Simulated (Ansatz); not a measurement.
We consider bcc V, described by PBEsol in Ansatz (PAW).

Settings: plane-wave cutoff 520 eV, 30×30×30 k mesh, Fermi–Dirac smearing 0.043 eV (set by the program), no spin polarisation, scalar-relativistic PAW data made under PBE.

Cell (relaxed at this level):

V is taken in the cubic space group Im-3m (No. 229), the bcc (W type) structure, Pearson symbol cI2. Lattice parameters: a = b = c = 2.9588 Å, α = β = γ = 90.00°. V on 2a is coordinated by 8 V at 2.562 Å and 6 V at 2.959 Å. (Neighbours: up to the widest gap in distance over summed covalent radii, below 1.35, at either atom.)
(The calculation used a cell of 1 atom; values per cell refer to that cell.)

Problem. What does this level give for the elastic constant C44, Voigt–Reuss–Hill shear modulus (Hill average), elastic constant C11, Voigt–Reuss–Hill bulk modulus and elastic constant C12?

Solution. 
- elastic constant C44: 22.9 GPa
- Voigt–Reuss–Hill shear modulus (Hill average): 37.3 GPa
- elastic constant C11: 295 GPa
- Voigt–Reuss–Hill bulk modulus: 197 GPa
- elastic constant C12: 148 GPa

Measured, for comparison: elastic constant C44 46 GPa, elastic constant C11 232 GPa, elastic constant C12 119 GPa (0 K, extrapolated to 0 K; zero-point effects included; as tabulated in Wang et al. (2022), arXiv:2209.12322). Computed (rounded) less measured: elastic constant C44 -50 %, elastic constant C11 +27 %, elastic constant C12 +24 %.

Note: the shear constants of this metal are likely not converged at this k mesh and smearing.

Elastic constants are with the ions relaxed.

Static lattice: no zero-point or thermal effects.

Computing time: very roughly 7 core-minutes.

Ansatz is a program for electronic structure.
